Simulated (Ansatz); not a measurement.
# CH5AlO: the cost of one run

Method: RKS PBE0/cc-pVDZ, in Ansatz 0.2.0.

**1. The system as given**

Bond lengths: Al1–C2 2.170 Å, C2–H3 1.110 Å, C2–H4 1.110 Å, C2–H5 1.110 Å, Al1–H6 1.760 Å, Al1–O7 1.780 Å, O7–H8 1.010 Å. Angles: Al1–C2–H3 70.8°, Al1–C2–H4 134.6°, Al1–C2–H5 112.9°, H3–C2–H4 109.4°, H3–C2–H5 109.4°, H4–C2–H5 109.4°, C2–Al1–H6 44.2°, C2–Al1–O7 160.3°, H6–Al1–O7 155.5°, Al1–O7–H8 109.5°.

Structure file:

```xyz
8

Al    0.0000    0.0000    0.0000
C     1.4047    0.0000    1.6540
H     0.4051   -0.3092    2.0245
H     2.1723   -0.7111    2.0245
H     1.6368    1.0203    2.0245
H     1.7519    0.0000    0.1685
O    -1.5415    0.0000   -0.8900
H    -2.0512   -0.8467   -0.6815
```

**2. A restrained relaxation towards end A**

Springs on the bonds that form and break draw the guess towards this end; the thresholds are loose.

Input file input.yaml:

```yaml
crystal:
  periodic: [false, false, false]
  atoms:
    - { symbol: Al, position_ang: [0.0, 0.0, 0.0] }
    - { symbol: C, position_ang: [1.4047, 0.0, 1.654] }
    - { symbol: H, position_ang: [0.4051, -0.3092, 2.0245] }
    - { symbol: H, position_ang: [2.1723, -0.7111, 2.0245] }
    - { symbol: H, position_ang: [1.6368, 1.0203, 2.0245] }
    - { symbol: H, position_ang: [1.7519, 0.0, 0.1685] }
    - { symbol: O, position_ang: [-1.5415, 0.0, -0.89] }
    - { symbol: H, position_ang: [-2.0512, -0.8467, -0.6815] }
basis:
  gaussian: { orbitals: cc-pVDZ }
hamiltonian:
  xc: pbe0
relax:
  f_tol: 0.15
  max_steps: 25
  restrain:
    - { distance: [1, 5], at: 2.31, k: 30.0 }
    - { distance: [0, 1], at: 1.97, k: 30.0 }
    - { distance: [0, 5], at: 1.56, k: 30.0 }
```

Run with:

```
> ansatz run input.yaml --threads 2 --pin off --max-ram 3072MiB --backend cpu --events-out ev --progress --plain --runs-dir out
```

**Question.** How long does this run take on 2 threads of Arm Neoverse V1, shared host, and how much memory does it need?

About 17 s, with a peak of 0.14 GiB.
